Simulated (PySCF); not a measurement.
Name the molecule from its bond curve

A diatomic of charge -1 contains Li. Its singlet curve at PBE0 in a double-zeta basis (no relativity, PySCF), in eV from the separated fragments:

(R (Å), E (eV)): (1.774, -1.711), (1.857, -2.010), (1.939, -2.177), (2.001, -2.237), (2.063, -2.254), (2.125, -2.236), (2.207, -2.172), (2.311, -2.045), (2.434, -1.852), (2.599, -1.563)

The fit gives ωe = 654 cm⁻¹ and the rotational constant Bₑ = 0.6909 cm⁻¹.

**Question.** Which atom is the partner?

**Answer.** The minimum lies at 2.059 Å, so the reduced mass is 16.8576 u Å² cm⁻¹/(Bₑ·Re²) = 5.755 u. With Li at 7.02 u the partner weighs about 31.9 u: S. The molecule is LiS⁻.

The highest Kohn–Sham level is positive in this anion. Much of that is self-interaction error, but it also means that the finite basis helps to hold the extra electron.
